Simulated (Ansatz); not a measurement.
Species: CHO, SMILES `[CH]=O` (charge 0, multiplicity 2).

Task: Give a relaxed geometry from Ansatz (a quantum-chemistry and plane-wave program) with B3LYP-D3(BJ)/def2-TZVP.

Result: the end point of this relaxation (outside a Z-matrix the atoms follow the SMILES, hydrogens last).
Z-matrix (Å, degrees):
```
C
O 1 1.1718
H 1 1.1249 2 124.43
```
